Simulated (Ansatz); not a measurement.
Geometry optimisation, RKS PBE-D4/6-31G* (Ansatz).

The input (input.yaml):

```yaml
crystal:
  periodic: [false, false, false]
  atoms:
    - { symbol: B, position_ang: [0.0, 0.0, 0.0] }
    - { symbol: H, position_ang: [0.0, 0.0, 1.19] }
    - { symbol: C, position_ang: [1.3856, 0.0, -0.8] }
    - { symbol: H, position_ang: [1.7152, -1.0462, -0.9702] }
    - { symbol: H, position_ang: [1.2491, 0.508, -1.7774] }
    - { symbol: H, position_ang: [2.1552, 0.5381, -0.2082] }
    - { symbol: C, position_ang: [-1.3856, 0.0, -0.8] }
    - { symbol: H, position_ang: [-1.9458, -0.9305, -0.5708] }
    - { symbol: H, position_ang: [-1.9898, 0.8797, -0.4946] }
    - { symbol: H, position_ang: [-1.1839, 0.0508, -1.8903] }
basis:
  gaussian: { orbitals: "6-31G*" }
hamiltonian:
  xc: pbe
  dispersion: d4
relax:
  f_tol: 0.02
  max_steps: 40
output:
  orbitals: {}
```

Run as:

```bash
$ ansatz run input.yaml --threads 1 --pin off --max-ram 2048MiB --backend cpu --events-out ev --progress --plain --runs-dir out
```

Q: Where does it end, and by what steps?

A: The run converged. After 10 steps the energy has fallen by 0.099 eV; H2 moved furthest, 0.27 Å.

| step | energy less start (eV) | largest force component (eV/Å) | accepted |
| --- | --- | --- | --- |
| 0 | 0.0000 | 1.136 | yes |
| 1 | -0.0783 | 0.463 | yes |
| 2 | -0.0931 | 0.160 | yes |
| 3 | -0.0952 | 0.123 | yes |
| 4 | -0.0972 | 0.161 | yes |
| 5 | -0.0979 | 0.078 | yes |
| 6 | -0.0985 | 0.066 | yes |
| 7 | -0.0988 | 0.051 | yes |
| 8 | -0.0992 | 0.032 | yes |
| 9 | -0.0989 | 0.085 | no |
| 10 | -0.0993 | 0.011 | yes |

```xyz
10
Properties=species:S:1:pos:R:3
B 0.000 -0.079 -0.075
H -0.005 -0.262 1.126
C 1.388 0.068 -0.792
H 1.827 -0.953 -0.836
H 1.346 0.445 -1.829
H 2.117 0.662 -0.212
C -1.385 -0.013 -0.811
H -2.093 -0.786 -0.459
H -1.857 0.950 -0.519
H -1.338 -0.033 -1.914
```

Whether the end is a true minimum wasn't checked by a vibrational analysis.

Time of the run: 15 s on 1 thread of Arm Neoverse V2, on a shared host, peak memory 0.1 GiB.
